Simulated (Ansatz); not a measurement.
Diamond-structure Ge, treated with RPBE in Ansatz (PAW).

Numerical settings: plane-wave cutoff 520 eV, 20×20×20 k mesh, Fermi–Dirac smearing 0.05 eV, perturbation theory, scalar-relativistic PAW data made under PBE.

Computed at the level's own relaxed cell.

```yaml
crystal:
  lattice:
    - [0.00000, 2.90786, 2.90786]
    - [2.90786, 0.00000, 2.90786]
    - [2.90786, 2.90786, 0.00000]
  atoms:
    - { symbol: Ge, position: [0.50000, 0.50000, 0.50000] }
    - { symbol: Ge, position: [0.75000, 0.75000, 0.75000] }
```

Harmonic phonon frequencies (cm⁻¹; i marks an imaginary mode):

```
q point        frequencies
-------  -----------------
Γ        0 0 0 269 269 269
X                        …
L                        …
```

**Question.** Complete the blanks.

**Answer.** 
- X, frequencies: 76 76 217 217 242 242
- L, frequencies: 61 61 206 213 258 258

Measured, for comparison: zone-centre TO phonon frequency 304 cm⁻¹ (low temperature, zero-point motion not removed; as tabulated in Tanner et al. (2021), arXiv:2110.11888). Computed (rounded) less measured: zone-centre TO phonon frequency -12 %.

No imaginary mode appears at these points.

Note: the solid has no gap at this level, which affects its response.

Ansatz is a first-principles code.
